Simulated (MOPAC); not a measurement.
Job for MOPAC: AM1 on C2H6 (SMILES CC).

```
AM1 1SCF PRECISE CHARGE=0 THREADS=1
C2H6

C      0.00000020 1    -0.00000013 1    -0.76309187 1
C      0.00000020 1    -0.00000013 1     0.76309163 1
H      0.00000020 1    -1.01606691 1     1.15831231 1
H     -0.87903844 1    -0.50959541 1    -1.15830943 1
H     -0.87994508 1     0.50802887 1     1.15831013 1
H      0.87993813 1     0.50804049 1     1.15830883 1
H     -0.00180313 1     1.01606605 1    -1.15830975 1
H      0.88084363 1    -0.50646996 1    -1.15830912 1
```

The log:

```
*******************************************************************************
 **                                                                           **
 **                              MOPAC v23.2.5                                **
 **                                                                           **
 *******************************************************************************
 ** MOPAC's Digital Object Identifier: https://doi.org/10.5281/zenodo.6511958 **
 **                                                                           **
 ** Please cite the open-source release paper for use of this MOPAC version:  **
 ** J. E. Moussa and J. J. P. Stewart (2026)                                  **
 ** MOPAC: An open-source semiempirical molecular orbital program             **
 ** J. Open Source Softw., 11(119), 8025, https://doi.org/10.21105/joss.08025 **
 *******************************************************************************

                              AM1 CALCULATION RESULTS

 *******************************************************************************
 *  AM1        - The AM1 Hamiltonian to be used
 *
 *
 *
 *                 CHARGE ON SYSTEM = 0
 *
 *
 *
 *  PRECISE    - TIGHTER CRITERIA TO BE USED
 *  1SCF       - DO 1 SCF AND THEN STOP
 *  THREADS=1  - MULTI-THREADING NOT USED
 *  T=         - A TIME OF 172800.0 SECONDS REQUESTED
 *  DUMP=N     - RESTART FILE WRITTEN EVERY 7200.0 SECONDS REQUESTED
 *******************************************************************************
AM1 1SCF PRECISE CHARGE=0 THREADS=1
 C2H6

   ATOM   CHEMICAL          X               Y               Z
  NUMBER   SYMBOL      (ANGSTROMS)     (ANGSTROMS)     (ANGSTROMS)

     1       C          0.00000020  *  -0.00000013  *  -0.76309187  *
     2       C          0.00000020  *  -0.00000013  *   0.76309163  *
     3       H          0.00000020  *  -1.01606691  *   1.15831231  *
     4       H         -0.87903844  *  -0.50959541  *  -1.15830943  *
     5       H         -0.87994508  *   0.50802887  *   1.15831013  *
     6       H          0.87993813  *   0.50804049  *   1.15830883  *
     7       H         -0.00180313  *   1.01606605  *  -1.15830975  *
     8       H          0.88084363  *  -0.50646996  *  -1.15830912  *



          CARTESIAN COORDINATES

    NO.       ATOM           X           Y           Z

     1         C          0.0000     -0.0000     -0.7631
     2         C          0.0000     -0.0000      0.7631
     3         H          0.0000     -1.0161      1.1583
     4         H         -0.8790     -0.5096     -1.1583
     5         H         -0.8799      0.5080      1.1583
     6         H          0.8799      0.5080      1.1583
     7         H         -0.0018      1.0161     -1.1583
     8         H          0.8808     -0.5065     -1.1583

  H: (AM1): M.J.S. DEWAR ET AL, J. AM. CHEM. SOC. 107 3902-3909 (1985)
  C: (AM1): M.J.S. DEWAR ET AL, J. AM. CHEM. SOC. 107 3902-3909 (1985)

           Empirical Formula: C2 H6  =     8 atoms



      MOLECULAR POINT GROUP   :   D3d


      RHF CALCULATION, NO. OF DOUBLY OCCUPIED LEVELS = 7


 -------------------------------------------------------------------------------
 AM1 1SCF PRECISE CHARGE=0 THREADS=1
 C2H6



     1SCF WAS SPECIFIED, SO BFGS WAS NOT USED
     SCF FIELD WAS ACHIEVED


                              AM1 CALCULATION
                                                       MOPAC v23.2.5 Linux




          FINAL HEAT OF FORMATION =        -15.24472 KCAL/MOL =     -63.78391 KJ/MOL


          COSMO AREA              =         76.03 SQUARE ANGSTROMS
          COSMO VOLUME            =         57.49 CUBIC ANGSTROMS

          IONIZATION POTENTIAL    =         11.940064 EV
          HOMO LUMO ENERGIES (EV) =        -11.940  4.251
          NO. OF FILLED LEVELS    =          7
          MOLECULAR WEIGHT        =         30.0694         POINT GROUP:  D3d

          MOLECULAR DIMENSIONS (Angstroms)

            Atom       Atom       Distance
            H     8    H     5     3.08161
            H     4    H     6     2.88933
            H     3    H     7     2.79151


          SCF CALCULATIONS        =          1





   ATOM   CHEMICAL          X               Y               Z
  NUMBER   SYMBOL      (ANGSTROMS)     (ANGSTROMS)     (ANGSTROMS)

     1       C          0.00000020  *  -0.00000013  *  -0.76309187  *
     2       C          0.00000020  *  -0.00000013  *   0.76309163  *
     3       H          0.00000020  *  -1.01606691  *   1.15831231  *
     4       H         -0.87903844  *  -0.50959541  *  -1.15830943  *
     5       H         -0.87994508  *   0.50802887  *   1.15831013  *
     6       H          0.87993813  *   0.50804049  *   1.15830883  *
     7       H         -0.00180313  *   1.01606605  *  -1.15830975  *
     8       H          0.88084363  *  -0.50646996  *  -1.15830912  *

                             CARTESIAN COORDINATES

   1    C        0.000000200    -0.000000130    -0.763091870
   2    C        0.000000200    -0.000000130     0.763091630
   3    H        0.000000200    -1.016066910     1.158312310
   4    H       -0.879038440    -0.509595410    -1.158309430
   5    H       -0.879945080     0.508028870     1.158310130
   6    H        0.879938130     0.508040490     1.158308830
   7    H       -0.001803130     1.016066050    -1.158309750
   8    H        0.880843630    -0.506469960    -1.158309120


           Empirical Formula: C2 H6  =     8 atoms



      MOLECULAR POINT GROUP   :   D3d


                  EIGENVALUES
 -33.32646 -24.13736 -14.90863 -14.90861 -13.17753 -11.94008 -11.94006   4.25074
   4.25075   4.58660   5.08804   5.11609   5.11610   5.45809


              NET ATOMIC CHARGES AND DIPOLE CONTRIBUTIONS

  ATOM NO.   TYPE          CHARGE      No. of ELECS.   s-Pop       p-Pop
    1          C          -0.207820        4.2078     1.21393     2.99388
    2          C          -0.207820        4.2078     1.21393     2.99389
    3          H           0.069273        0.9307     0.93073
    4          H           0.069273        0.9307     0.93073
    5          H           0.069273        0.9307     0.93073
    6          H           0.069273        0.9307     0.93073
    7          H           0.069273        0.9307     0.93073
    8          H           0.069273        0.9307     0.93073
 DIPOLE           X         Y         Z       TOTAL
 POINT-CHG.     0.000    -0.000    -0.000     0.000
 HYBRID        -0.000     0.000     0.000     0.000
 SUM           -0.000     0.000     0.000     0.000


          ATOMIC ORBITAL ELECTRON POPULATIONS

     Atom    s        px        py        pz
    1  C   1.21393   1.01858   1.01858   0.95672
    2  C   1.21393   1.01858   1.01858   0.95672
    3  H   0.93073
    4  H   0.93073
    5  H   0.93073
    6  H   0.93073
    7  H   0.93073
    8  H   0.93073

 **********************
 *                    *
 * JOB ENDED NORMALLY *
 *                    *
 **********************




 == MOPAC DONE ==
```

The run finished.

Cost: roughly 0.020 core-seconds.
